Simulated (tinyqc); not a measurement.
Inside a calculation (part 1 of 2). Method: LCCD on RHF in the sto-3g basis, frozen core, for CH3+, spin multiplicity 1. Computed by tinyqc, a small Python program that keeps every step (integrals from PySCF). Settings: charge = 1, multiplicity = 1, basis = sto-3g, method = RHF, frozen orbitals = 1, energy threshold = 1e-10, iteration cap = 62, orthogonalisation = symmetric, start = core, DIIS depth = 6, amplitude equations = LCCD, DIIS depth for amplitudes = 4, cap on updates = 74. Command: `OMP_NUM_THREADS=1 python tinyqc.py 21604 21605 out.jsonl` (the two numbers bound the seeds that draw the settings). One thread of a shared host (Intel(R) Xeon(R) Processor @ 2.60GHz), about 0.1 s of CPU time with the checks. The early iterations of the SCF are left out here.

## One-electron integrals

Geometry (angstrom):
```
atom          x          y         z
C      0.000000   0.000000  0.071000
H      1.029000   0.000000  0.000000
H     -0.515000   0.892000  0.000000
H     -0.515000  -0.892000  0.000000
```

Basis sto-3g: exponents (1/bohr^2) and contraction coefficients of normalised primitives:
```
element  l (shell)   exponent  coefficient
C            s (1)  71.616837     0.154329
C            s (1)  13.045096     0.535328
C            s (1)   3.530512     0.444635
C            s (2)   2.941249    -0.099967
C            s (2)   0.683483     0.399513
C            s (2)   0.222290     0.700115
C            p (3)   2.941249     0.155916
C            p (3)   0.683483     0.607684
C            p (3)   0.222290     0.391957
H            s (1)   3.425251     0.154329
H            s (1)   0.623914     0.535328
H            s (1)   0.168855     0.444635
```

Overlap, kinetic and nuclear-attraction integrals over the contracted functions; the nuclear repulsion is the sum of Za Zb / Rab.

nuclear repulsion = 10.11902735 hartree

overlap S, order 1C 1s, 1C 2s, 1C 2px, 1C 2py, 1C 2pz, 2H 1s, 3H 1s, 4H 1s:
```
[[1.000000, 0.248362, 0.000000, 0.000000, 0.000000, 0.071396, 0.071231, 0.071231],
 [0.248362, 1.000000, 0.000000, 0.000000, 0.000000, 0.524917, 0.524330, 0.524330],
 [0.000000, 0.000000, 1.000000, 0.000000, 0.000000, 0.485363, -0.242529, -0.242529],
 [0.000000, 0.000000, 0.000000, 1.000000, 0.000000, 0.000000, 0.420070, -0.420070],
 [0.000000, 0.000000, 0.000000, 0.000000, 1.000000, -0.033490, -0.033436, -0.033436],
 [0.071396, 0.524917, 0.485363, 0.000000, -0.033490, 1.000000, 0.168438, 0.168438],
 [0.071231, 0.524330, -0.242529, 0.420070, -0.033436, 0.168438, 1.000000, 0.168215],
 [0.071231, 0.524330, -0.242529, -0.420070, -0.033436, 0.168438, 0.168215, 1.000000]]
```

kinetic energy T (hartree), order 1C 1s, 1C 2s, 1C 2px, 1C 2py, 1C 2pz, 2H 1s, 3H 1s, 4H 1s:
```
[[15.891122, -0.085890, 0.000000, 0.000000, 0.000000, -0.007697, -0.007759, -0.007759],
 [-0.085890, 0.472250, 0.000000, 0.000000, 0.000000, 0.127008, 0.126649, 0.126649],
 [0.000000, 0.000000, 1.477728, 0.000000, 0.000000, 0.297644, -0.148501, -0.148501],
 [0.000000, 0.000000, 0.000000, 1.477728, 0.000000, 0.000000, 0.257209, -0.257209],
 [0.000000, 0.000000, 0.000000, 0.000000, 1.477728, -0.020537, -0.020473, -0.020473],
 [-0.007697, 0.127008, 0.297644, 0.000000, -0.020537, 0.760032, -0.005667, -0.005667],
 [-0.007759, 0.126649, -0.148501, 0.257209, -0.020473, -0.005667, 0.760032, -0.005694],
 [-0.007759, 0.126649, -0.148501, -0.257209, -0.020473, -0.005667, -0.005694, 0.760032]]
```

nuclear attraction V (hartree), order 1C 1s, 1C 2s, 1C 2px, 1C 2py, 1C 2pz, 2H 1s, 3H 1s, 4H 1s:
```
[[-35.190886, -4.574246, -0.000036, 0.000000, 0.003898, -1.342816, -1.339634, -1.339634],
 [-4.574246, -6.671970, -0.000240, 0.000000, 0.038534, -3.027791, -3.023399, -3.023399],
 [-0.000036, -0.000240, -6.699892, 0.000000, 0.000025, -2.601057, 1.299132, 1.299132],
 [0.000000, 0.000000, 0.000000, -6.699658, 0.000000, 0.000000, -2.250233, 2.250233],
 [0.003898, 0.038534, 0.000025, 0.000000, -6.492002, 0.189559, 0.189186, 0.189186],
 [-1.342816, -3.027791, -2.601057, 0.000000, 0.189559, -4.814145, -0.899770, -0.899770],
 [-1.339634, -3.023399, 1.299132, -2.250233, 0.189186, -0.899770, -4.811451, -0.898361],
 [-1.339634, -3.023399, 1.299132, 2.250233, 0.189186, -0.899770, -0.898361, -4.811451]]
```

core Hamiltonian H = T + V (hartree), order 1C 1s, 1C 2s, 1C 2px, 1C 2py, 1C 2pz, 2H 1s, 3H 1s, 4H 1s:
```
[[-19.299764, -4.660136, -0.000036, 0.000000, 0.003898, -1.350513, -1.347393, -1.347393],
 [-4.660136, -6.199720, -0.000240, 0.000000, 0.038534, -2.900783, -2.896750, -2.896750],
 [-0.000036, -0.000240, -5.222164, 0.000000, 0.000025, -2.303413, 1.150632, 1.150632],
 [0.000000, 0.000000, 0.000000, -5.221930, 0.000000, 0.000000, -1.993024, 1.993024],
 [0.003898, 0.038534, 0.000025, 0.000000, -5.014274, 0.169022, 0.168713, 0.168713],
 [-1.350513, -2.900783, -2.303413, 0.000000, 0.169022, -4.054113, -0.905437, -0.905437],
 [-1.347393, -2.896750, 1.150632, -1.993024, 0.168713, -0.905437, -4.051419, -0.904054],
 [-1.347393, -2.896750, 1.150632, 1.993024, 0.168713, -0.905437, -0.904054, -4.051419]]
```

## Two-electron integrals

Functions are numbered as in S; the eight-fold symmetry (ij|kl) = (ji|kl) = (kl|ij) leaves the list below.

Two-electron integrals (ij|kl) in chemists' order, unique and non-zero (hartree):
```
(11|11) 3.541948    (21|11) 0.576921    (21|21) 0.111888    (22|11) 0.854682
(22|21) 0.205284    (22|22) 0.624709    (31|31) 0.020296    (32|31) 0.030858
(32|32) 0.137996    (33|11) 0.852436    (33|21) 0.205335    (33|22) 0.624568
(33|33) 0.672833    (41|41) 0.020296    (42|41) 0.030858    (42|42) 0.137996
(43|43) 0.036269    (44|11) 0.852436    (44|21) 0.205335    (44|22) 0.624568
(44|33) 0.600295    (44|44) 0.672833    (51|51) 0.020296    (52|51) 0.030858
(52|52) 0.137996    (53|53) 0.036269    (54|54) 0.036269    (55|11) 0.852436
(55|21) 0.205335    (55|22) 0.624568    (55|33) 0.600295    (55|44) 0.600295
(55|55) 0.672833    (61|11) 0.167634    (61|21) 0.032272    (61|22) 0.058958
(61|31) 0.001986    (61|32) 0.003657    (61|33) 0.059374    (61|44) 0.058757
(61|51) -0.000137   (61|52) -0.000252   (61|53) -0.000043   (61|55) 0.058760
(61|61) 0.009521    (62|11) 0.363840    (62|21) 0.088370    (62|22) 0.291485
(62|31) 0.008370    (62|32) 0.055152    (62|33) 0.304334    (62|44) 0.284886
(62|51) -0.000577   (62|52) -0.003805   (62|53) -0.001342   (62|55) 0.284978
(62|61) 0.026505    (62|62) 0.171609    (63|11) 0.294770    (63|21) 0.072584
(63|22) 0.253903    (63|31) 0.015500    (63|32) 0.093374    (63|33) 0.279345
(63|44) 0.241012    (63|51) -0.000417   (63|52) -0.003108   (63|53) -0.001879
(63|55) 0.241089    (63|61) 0.022907    (63|62) 0.177898    (63|63) 0.203519
(64|41) 0.009450    (64|42) 0.048331    (64|43) 0.011101    (64|54) -0.000766
(64|64) 0.022400    (65|11) -0.020339   (65|21) -0.005008   (65|22) -0.017519
(65|31) -0.000417   (65|32) -0.003108   (65|33) -0.017743   (65|44) -0.016630
(65|51) 0.009478    (65|52) 0.048545    (65|53) 0.011178    (65|55) -0.018167
(65|61) -0.001581   (65|62) -0.012275   (65|63) -0.012497   (65|65) 0.023263
(66|11) 0.498137    (66|21) 0.123072    (66|22) 0.457578    (66|31) 0.015710
(66|32) 0.134694    (66|33) 0.505516    (66|44) 0.433196    (66|51) -0.001084
(66|52) -0.009294   (66|53) -0.004990   (66|55) 0.433541    (66|61) 0.037588
(66|62) 0.329007    (66|63) 0.378402    (66|65) -0.026109   (66|66) 0.774606
(71|11) 0.167239    (71|21) 0.032196    (71|22) 0.058821    (71|31) -0.000991
(71|32) -0.001825   (71|33) 0.058775    (71|41) 0.001716    (71|42) 0.003160
(71|43) -0.000266   (71|44) 0.059083    (71|51) -0.000137   (71|52) -0.000252
(71|53) 0.000021    (71|54) -0.000037   (71|55) 0.058624    (71|61) 0.009189
(71|62) 0.024806    (71|63) 0.019848    (71|64) 0.000924    (71|65) -0.001480
(71|66) 0.034282    (71|71) 0.009477    (72|11) 0.363294    (72|21) 0.088238
(72|22) 0.291091    (72|31) -0.004179   (72|32) -0.027548   (72|33) 0.289354
(72|41) 0.007238    (72|42) 0.047714    (72|43) -0.008415   (72|44) 0.299071
(72|51) -0.000576   (72|52) -0.003798   (72|53) 0.000670    (72|54) -0.001160
(72|55) 0.284589    (72|61) 0.024827    (72|62) 0.126486    (72|63) 0.101708
(72|64) 0.014891    (72|65) -0.008796   (72|66) 0.192785    (72|71) 0.026405
(72|72) 0.171197    (73|11) -0.147229   (73|21) -0.036254   (73|22) -0.126835
(73|31) 0.010943    (73|32) 0.059505    (73|33) -0.133498   (73|41) -0.002617
(73|42) -0.019491   (73|43) 0.013092    (73|44) -0.126441   (73|51) 0.000208
(73|52) 0.001551    (73|53) -0.001042   (73|54) 0.000481    (73|55) -0.120434
(73|61) -0.009136   (73|62) -0.037993   (73|63) -0.016052   (73|64) -0.003361
(73|65) 0.002581    (73|66) -0.044571   (73|71) -0.011414   (73|72) -0.088773
(73|73) 0.067544    (74|11) 0.255006    (74|21) 0.062793    (74|22) 0.219683
(74|31) -0.002617   (74|32) -0.019491   (74|33) 0.212020    (74|41) 0.013965
(74|42) 0.082010    (74|43) -0.011589   (74|44) 0.238205    (74|51) -0.000361
(74|52) -0.002687   (74|53) 0.000481    (74|54) -0.001598   (74|55) 0.208596
(74|61) 0.017674    (74|62) 0.095569    (74|63) 0.076172    (74|64) 0.025999
(74|65) -0.006505   (74|66) 0.145524    (74|71) 0.019770    (74|72) 0.153758
(74|73) -0.078303   (74|74) 0.157960    (75|11) -0.020298   (75|21) -0.004998
(75|22) -0.017486   (75|31) 0.000208    (75|32) 0.001551    (75|33) -0.016876
(75|41) -0.000361   (75|42) -0.002687   (75|43) 0.000481    (75|44) -0.017432
(75|51) 0.009460    (75|52) 0.048465    (75|53) -0.005582   (75|54) 0.009668
(75|55) -0.018132   (75|61) -0.001480   (75|62) -0.008793   (75|63) -0.006918
(75|64) -0.001017   (75|65) 0.016141    (75|66) -0.014305   (75|71) -0.001574
(75|72) -0.012239   (75|73) 0.006233    (75|74) -0.010795   (75|75) 0.023195
(76|11) 0.106747    (76|21) 0.025976    (76|22) 0.088079    (76|31) 0.001032
(76|32) 0.007124    (76|33) 0.088853    (76|41) 0.001790    (76|42) 0.012353
(76|43) 0.000426    (76|44) 0.089350    (76|51) -0.000285   (76|52) -0.001967
(76|53) -0.000256   (76|54) -0.000444   (76|55) 0.085952    (76|61) 0.007600
(76|62) 0.046667    (76|63) 0.044630    (76|64) 0.004942    (76|65) -0.003670
(76|66) 0.083541    (76|71) 0.007582    (76|72) 0.046618    (76|73) -0.018031
(76|74) 0.041097    (76|75) -0.003664   (76|76) 0.015195    (77|11) 0.497716
(77|21) 0.122971    (77|22) 0.457300    (77|31) -0.007845   (77|32) -0.067304
(77|33) 0.451001    (77|41) 0.013588    (77|42) 0.116574    (77|43) -0.031300
(77|44) 0.487142    (77|51) -0.001082   (77|52) -0.009279   (77|53) 0.002491
(77|54) -0.004315   (77|55) 0.433274    (77|61) 0.034333    (77|62) 0.192937
(77|63) 0.148351    (77|64) 0.034198    (77|65) -0.014320   (77|66) 0.294559
(77|71) 0.037469    (77|72) 0.328553    (77|73) -0.189012   (77|74) 0.327376
(77|75) -0.026058   (77|76) 0.083541    (77|77) 0.774606    (81|11) 0.167239
(81|21) 0.032196    (81|22) 0.058821    (81|31) -0.000991   (81|32) -0.001825
(81|33) 0.058775    (81|41) -0.001716   (81|42) -0.003160   (81|43) 0.000266
(81|44) 0.059083    (81|51) -0.000137   (81|52) -0.000252   (81|53) 0.000021
(81|54) 0.000037    (81|55) 0.058624    (81|61) 0.009189    (81|62) 0.024806
(81|63) 0.019848    (81|64) -0.000924   (81|65) -0.001480   (81|66) 0.034282
(81|71) 0.009167    (81|72) 0.024770    (81|73) -0.010713   (81|74) 0.016710
(81|75) -0.001477   (81|76) 0.007198    (81|77) 0.034254    (81|81) 0.009477
(82|11) 0.363294    (82|21) 0.088238    (82|22) 0.291091    (82|31) -0.004179
(82|32) -0.027548   (82|33) 0.289354    (82|41) -0.007238   (82|42) -0.047714
(82|43) 0.008415    (82|44) 0.299071    (82|51) -0.000576   (82|52) -0.003798
(82|53) 0.000670    (82|54) 0.001160    (82|55) 0.284589    (82|61) 0.024827
(82|62) 0.126486    (82|63) 0.101708    (82|64) -0.014891   (82|65) -0.008796
(82|66) 0.192785    (82|71) 0.024770    (82|72) 0.126315    (82|73) -0.063686
(82|74) 0.080574    (82|75) -0.008780   (82|76) 0.036433    (82|77) 0.192680
(82|81) 0.026405    (82|82) 0.171197    (83|11) -0.147229   (83|21) -0.036254
(83|22) -0.126835   (83|31) 0.010943    (83|32) 0.059505    (83|33) -0.133498
(83|41) 0.002617    (83|42) 0.019491    (83|43) -0.013092   (83|44) -0.126441
(83|51) 0.000208    (83|52) 0.001551    (83|53) -0.001042   (83|54) -0.000481
(83|55) -0.120434   (83|61) -0.009136   (83|62) -0.037993   (83|63) -0.016052
(83|64) 0.003361    (83|65) 0.002581    (83|66) -0.044571   (83|71) -0.010713
(83|72) -0.063686   (83|73) 0.046960    (83|74) -0.039732   (83|75) 0.004335
(83|76) -0.013919   (83|77) -0.103688   (83|81) -0.011414   (83|82) -0.088773
(83|83) 0.067544    (84|11) -0.255006   (84|21) -0.062793   (84|22) -0.219683
(84|31) 0.002617    (84|32) 0.019491    (84|33) -0.212020   (84|41) 0.013965
(84|42) 0.082010    (84|43) -0.011589   (84|44) -0.238205   (84|51) 0.000361
(84|52) 0.002687    (84|53) -0.000481   (84|54) -0.001598   (84|55) -0.208596
(84|61) -0.017674   (84|62) -0.095569   (84|63) -0.076172   (84|64) 0.025999
(84|65) 0.006505    (84|66) -0.145524   (84|71) -0.016710   (84|72) -0.080574
(84|73) 0.039732    (84|74) -0.037051   (84|75) 0.005478    (84|76) -0.024103
(84|77) -0.111306   (84|81) -0.019770   (84|82) -0.153758   (84|83) 0.078303
(84|84) 0.157960    (85|11) -0.020298   (85|21) -0.004998   (85|22) -0.017486
(85|31) 0.000208    (85|32) 0.001551    (85|33) -0.016876   (85|41) 0.000361
(85|42) 0.002687    (85|43) -0.000481   (85|44) -0.017432   (85|51) 0.009460
(85|52) 0.048465    (85|53) -0.005582   (85|54) -0.009668   (85|55) -0.018132
(85|61) -0.001480   (85|62) -0.008793   (85|63) -0.006918   (85|64) 0.001017
(85|65) 0.016141    (85|66) -0.014305   (85|71) -0.001477   (85|72) -0.008780
(85|73) 0.004335    (85|74) -0.005478   (85|75) 0.016114    (85|76) -0.002782
(85|77) -0.014295   (85|81) -0.001574   (85|82) -0.012239   (85|83) 0.006233
(85|84) 0.010795    (85|85) 0.023195    (86|11) 0.106747    (86|21) 0.025976
(86|22) 0.088079    (86|31) 0.001032    (86|32) 0.007124    (86|33) 0.088853
(86|41) -0.001790   (86|42) -0.012353   (86|43) -0.000426   (86|44) 0.089350
(86|51) -0.000285   (86|52) -0.001967   (86|53) -0.000256   (86|54) 0.000444
(86|55) 0.085952    (86|61) 0.007600    (86|62) 0.046667    (86|63) 0.044630
(86|64) -0.004942   (86|65) -0.003670   (86|66) 0.083541    (86|71) 0.007198
(86|72) 0.036433    (86|73) -0.013919   (86|74) 0.024103    (86|75) -0.002782
(86|76) 0.012359    (86|77) 0.054622    (86|81) 0.007582    (86|82) 0.046618
(86|83) -0.018031   (86|84) -0.041097   (86|85) -0.003664   (86|86) 0.015195
(87|11) 0.106576    (87|21) 0.025935    (87|22) 0.087947    (87|31) -0.002063
(87|32) -0.014241   (87|33) 0.089462    (87|44) 0.088476    (87|51) -0.000284
(87|52) -0.001963   (87|53) 0.000511    (87|55) 0.085823    (87|61) 0.007204
(87|62) 0.036428    (87|63) 0.027813    (87|65) -0.002783   (87|66) 0.054570
(87|71) 0.007570    (87|72) 0.046546    (87|73) -0.026536   (87|74) 0.036106
(87|75) -0.003658   (87|76) 0.012344    (87|77) 0.083411    (87|81) 0.007570
(87|82) 0.046546    (87|83) -0.026536   (87|84) -0.036106   (87|85) -0.003658
(87|86) 0.012344    (87|87) 0.015152    (88|11) 0.497716    (88|21) 0.122971
(88|22) 0.457300    (88|31) -0.007845   (88|32) -0.067304   (88|33) 0.451001
(88|41) -0.013588   (88|42) -0.116574   (88|43) 0.031300    (88|44) 0.487142
(88|51) -0.001082   (88|52) -0.009279   (88|53) 0.002491    (88|54) 0.004315
(88|55) 0.433274    (88|61) 0.034333    (88|62) 0.192937    (88|63) 0.148351
(88|64) -0.034198   (88|65) -0.014320   (88|66) 0.294559    (88|71) 0.034254
(88|72) 0.192680    (88|73) -0.103688   (88|74) 0.111306    (88|75) -0.014295
(88|76) 0.054622    (88|77) 0.294424    (88|81) 0.037469    (88|82) 0.328553
(88|83) -0.189012   (88|84) -0.327376   (88|85) -0.026058   (88|86) 0.083541
(88|87) 0.083411    (88|88) 0.774606
```

## Orthogonalisation

S = U s U^T; symmetric (Loewdin) form X = U s^(-1/2) U^T, so that X^T S X = 1.

eigenvalues of S: [0.225744, 0.315480, 0.315900, 0.955443, 1.005219, 1.515885, 1.516008, 2.150321]

X, order 1C 1s, 1C 2s, 1C 2px, 1C 2py, 1C 2pz, 2H 1s, 3H 1s, 4H 1s:
```
[[1.028640, -0.171563, -0.000016, 0.000000, 0.002635, 0.026205, 0.026201, 0.026201],
 [-0.171563, 1.530163, 0.000481, 0.000000, -0.031629, -0.390254, -0.389333, -0.389333],
 [-0.000016, 0.000481, 1.228329, 0.000000, -0.000035, -0.391569, 0.195468, 0.195468],
 [0.000000, 0.000000, 0.000000, 1.227928, 0.000000, 0.000000, -0.338509, 0.338509],
 [0.002635, -0.031629, -0.000035, 0.000000, 1.001977, 0.024483, 0.024411, 0.024411],
 [0.026205, -0.390254, -0.391569, 0.000000, 0.024483, 1.325343, -0.039201, -0.039201],
 [0.026201, -0.389333, 0.195468, -0.338509, 0.024411, -0.039201, 1.324347, -0.039135],
 [0.026201, -0.389333, 0.195468, 0.338509, 0.024411, -0.039201, -0.039135, 1.324347]]
```

## Iteration 7 (converged): orbitals

converged F (hartree), order 1C 1s, 1C 2s, 1C 2px, 1C 2py, 1C 2pz, 2H 1s, 3H 1s, 4H 1s:
```
[[-11.613246, -3.108818, -0.000023, 0.000000, -0.000816, -0.907330, -0.905256, -0.905256],
 [-3.108818, -1.996147, -0.000259, 0.000000, 0.033282, -1.010906, -1.009557, -1.009557],
 [-0.000023, -0.000259, -0.846032, 0.000000, 0.000052, -0.656012, 0.327774, 0.327774],
 [0.000000, 0.000000, 0.000000, -0.845706, 0.000000, 0.000000, -0.567782, 0.567782],
 [-0.000816, 0.033282, 0.000052, 0.000000, -0.264196, 0.041234, 0.041151, 0.041151],
 [-0.907330, -1.010906, -0.656012, 0.000000, 0.041234, -0.895702, -0.339188, -0.339188],
 [-0.905256, -1.009557, 0.327774, -0.567782, 0.041151, -0.339188, -0.894496, -0.338662],
 [-0.905256, -1.009557, 0.327774, 0.567782, 0.041151, -0.339188, -0.338662, -0.894496]]
```

Diagonalise F' = X^T F X, C = X C', fill 4 alpha and 4 beta electrons from the bottom; D = 2 C_occ C_occ^T. Each column has its largest component positive (the first on a tie).

F' = X^T F X (hartree):
```
[[-11.371982, -1.585449, 0.000054, 0.000000, -0.000080, -0.154723, -0.153986, -0.153986],
 [-1.585449, -0.850489, 0.000242, 0.000000, -0.007820, -0.492505, -0.491660, -0.491660],
 [0.000054, 0.000242, -0.458363, 0.000000, 0.000007, -0.546347, 0.272951, 0.272951],
 [0.000000, 0.000000, 0.000000, -0.458517, 0.000000, 0.000000, -0.472661, 0.472661],
 [-0.000080, -0.007820, 0.000007, 0.000000, -0.261350, 0.028452, 0.028373, 0.028373],
 [-0.154723, -0.492505, -0.546347, 0.000000, 0.028452, -0.257450, -0.078940, -0.078940],
 [-0.153986, -0.491660, 0.272951, -0.472661, 0.028373, -0.078940, -0.257705, -0.078789],
 [-0.153986, -0.491660, 0.272951, 0.472661, 0.028373, -0.078940, -0.078789, -0.257705]]
```

orbital energies (hartree): [-11.619242, -1.320641, -1.001881, -1.001623, -0.263818, 0.304475, 0.364190, 0.364979]

coefficients C, order 1C 1s, 1C 2s, 1C 2px, 1C 2py, 1C 2pz, 2H 1s, 3H 1s, 4H 1s:
```
[[0.992783, -0.235258, 0.000138, 0.000000, -0.019609, -0.219650, 0.000000, -0.002064],
 [0.033797, 0.712024, -0.000649, 0.000000, 0.099439, 1.519556, 0.000000, 0.015250],
 [0.000010, 0.000417, 0.651078, 0.000000, 0.000037, -0.010150, 0.000000, 1.146529],
 [0.000000, 0.000000, 0.000000, 0.651137, 0.000000, 0.000000, 1.145864, 0.000000],
 [-0.000652, -0.021068, -0.000028, 0.000000, 0.995077, -0.127018, 0.000000, -0.001254],
 [-0.006811, 0.181552, 0.398514, 0.000000, -0.030369, -0.788390, 0.000000, -1.119025],
 [-0.006801, 0.181105, -0.199486, 0.345246, -0.030401, -0.802982, -0.961735, 0.547857],
 [-0.006801, 0.181105, -0.199486, -0.345246, -0.030401, -0.802982, 0.961735, 0.547857]]
```

D after iteration 7, order 1C 1s, 1C 2s, 1C 2px, 1C 2py, 1C 2pz, 2H 1s, 3H 1s, 4H 1s:
```
[[2.081930, -0.267912, 0.000003, 0.000000, 0.008617, -0.098838, -0.098771, -0.098771],
 [-0.267912, 1.016240, -0.000250, 0.000000, -0.030046, 0.257561, 0.257701, 0.257701],
 [0.000003, -0.000250, 0.847806, 0.000000, -0.000054, 0.519079, -0.259611, -0.259611],
 [0.000000, 0.000000, 0.000000, 0.847958, 0.000000, 0.000000, 0.449605, -0.449605],
 [0.008617, -0.030046, -0.000054, 0.000000, 0.000889, -0.007663, -0.007611, -0.007611],
 [-0.098838, 0.257561, 0.519079, 0.000000, -0.007663, 0.383641, -0.093143, -0.093143],
 [-0.098771, 0.257701, -0.259611, 0.449605, -0.007611, -0.093143, 0.383670, -0.093110],
 [-0.098771, 0.257701, -0.259611, -0.449605, -0.007611, -0.093143, -0.093110, 0.383670]]
```
